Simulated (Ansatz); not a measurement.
Species: hydrogen cyanide, CHN (charge 0, singlet). SMILES: C#N
Geometry from a B3LYP-D3(BJ)/def2-TZVP (Ansatz, a first-principles code) optimisation:
```
C
N 1 1.1462
H 1 1.0667 2 180.00
```

Property: vertical ionisation energy (to the doublet state of charge +1; each state is the SCF solution reached for its spin), in eV. Cores are frozen in the correlated levels unless marked. UHF or UKS for open shells. No spin-orbit coupling. No relativistic terms. CBS marks a two-point X^-3 extrapolation of the correlation energy; Hartree-Fock from the larger set.

Measured: 13.61 eV (CCCBDB table in ASE); it holds spin-orbit and relativistic effects, which these rows lack, and core correlation, which the frozen-core levels lack. This is an older compilation, not checked against later work.

```
level                                 program  vertical ionisation energy (eV)  error against measurement
------------------------------------  -------  -------------------------------  -------------------------
PBE/def2-TZVPD                         Ansatz                            13.77                       0.16
CAM-B3LYP/def2-TZVPD                   Ansatz                            13.73                       0.12
wB97M-V/def2-TZVPD                     Ansatz                            13.62                       0.01
wB97X-V/def2-TZVPD                     Ansatz                            13.65                       0.04
CCSD/aug-cc-pVDZ                       Ansatz                            13.55                      -0.06
CCSD/def2-TZVPPD                       Ansatz                            13.62                       0.01
CCSD/def2-QZVPPD                       Ansatz                            13.67                       0.06
CCSD(T)/aug-cc-pVDZ                    Ansatz                            13.68                       0.07
CCSD(T)/def2-SVPD                      Ansatz                            13.62                       0.01
CCSD(T)/CBS(def2-TZVPPD,def2-QZVPPD)   Ansatz                            13.88                       0.27
```
